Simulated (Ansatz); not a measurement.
Ansatz (a first-principles code) input:

Ansatz 0.2 input:
```yaml
crystal:
  periodic: [false, false, false]
  atoms:
    - {symbol: C, position_ang: [0.00120855, 0.02708658, 0.35198259]}
    - {symbol: H, position_ang: [0.00587364, -0.08304392, 1.45078206]}
    - {symbol: C, position_ang: [-0.00664579, 1.48103266, 0.03757694]}
    - {symbol: H, position_ang: [-0.93626071, 2.03281437, -0.01005973]}
    - {symbol: H, position_ang: [0.91748488, 2.04131070, -0.01707847]}
    - {symbol: C, position_ang: [1.26857642, -0.66006722, -0.16919792]}
    - {symbol: H, position_ang: [1.30800293, -0.61547010, -1.26008847]}
    - {symbol: H, position_ang: [2.16712783, -0.17716068, 0.21971490]}
    - {symbol: H, position_ang: [1.29371115, -1.71022549, 0.12827181]}
    - {symbol: C, position_ang: [-1.26371755, -0.67167357, -0.15961002]}
    - {symbol: H, position_ang: [-1.31181055, -0.62747758, -1.25016920]}
    - {symbol: H, position_ang: [-1.27697189, -1.72200779, 0.13800506]}
    - {symbol: H, position_ang: [-2.16368700, -0.19701026, 0.23611246]}
basis:
  gaussian:
    orbitals: def2-TZVP
hamiltonian:
  xc: b3lyp
  dispersion: d3bj
magnetization: {spin_polarized: true, initial_magnetization: 1}
phonons: {temperatures: {t_min: 298.15, t_max: 298.15, t_step: 100}}
```

Q: Which total energy does the run end on?

A: -157.86369 Eh (B3LYP-D3(BJ)/def2-TZVP). The basis has 178 functions.

It need not be the lowest isomer of its formula.
